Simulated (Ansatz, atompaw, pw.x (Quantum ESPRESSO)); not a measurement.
## bromine: does the PAW (atompaw) potential hold in the solid?

atompaw 4.2.0.5 input, output lines left out:

```
Br 35
LDA-PW scalarrelativistic loggrid 1500 logderivrange -3 5 201
4 4 3 0 0 0
4 1 5
0 0 0
c
c
c
v
c
c
v
c
2
1.70 1.65 1.65 1.65
y
-0.5
n
y
-0.2
n
y
0.2
n
custom polynom vanderbiltortho sinc
3 1 troulliermartins
1.55
1.55
1.70
1.70
1.70
```

Crystal test: sc Br in pw.x 7.5, no spin, 11³ k-points, Fermi–Dirac smearing 0.01 Ry, cutoffs 50/500 Ry. The reference is all-electron LAPW (Ansatz 0.2.0) with the same functional, mesh and smearing; V0 and B0 come from Birch–Murnaghan fits to the pressures at five volumes. Errors are pseudo minus all-electron; Δ is the rms difference of the E(V) curves that follow from these fits, minima aligned, over ±6 % about the mean V0. Mesh and smearing are coarse, so the numbers serve the comparison and aren't converged zero-temperature values; the lattice is a test structure that the element need not adopt.

All-electron: a0 = 2.990 Å (V0 = 26.72 Å³/atom), B0 = 43.7 GPa.

**Question.** How far does the potential miss the all-electron equation of state?

**Answer.** converged, but broken (pressure over 100 GPa off). The pressure does not cross zero within the volumes sampled, so no fit is given. The pseudo pressure rises with volume over the whole range, a mechanical instability. Note: ghost state, extra bound levels that the all-electron valence spectrum of the same l lacks: s at -799.6 eV. A true bound ghost makes a file unfit for plane-wave use. The logarithmic derivative shows an extra or strongly shifted pseudo pole above the reference energy (p near 0.94 Ry). A pressure error of this size marks a broken potential; the numbers have no physical meaning.

```csv
V (Å³/atom),P all-electron (GPa),P pseudo (GPa)
25.391,2.55,-9974.78
26.059,1.17,-9739.56
26.727,-0.01,-9468.19
27.395,-1.02,-9249.62
28.063,-1.88,-9018.62
```

**Question.** At the middle volume, how do free energy and pressure move when the wave cutoff is lowered (ecutrho held at 500 Ry)?

**Answer.**

```
cutoff (Ry)  shift of F (meV/atom)  shift of P (GPa)
         22             +1747437.7         -12054.05
         30              +413365.8          +2480.30
         40              +291538.9          +8118.08
```

The run at the middle volume (56 k-points, 16 iterations) took about 16 s on one core of a shared host (Intel(R) Xeon(R) Platinum 8375C CPU @ 2.90GHz, 128 threads, 992 GiB, load 82).
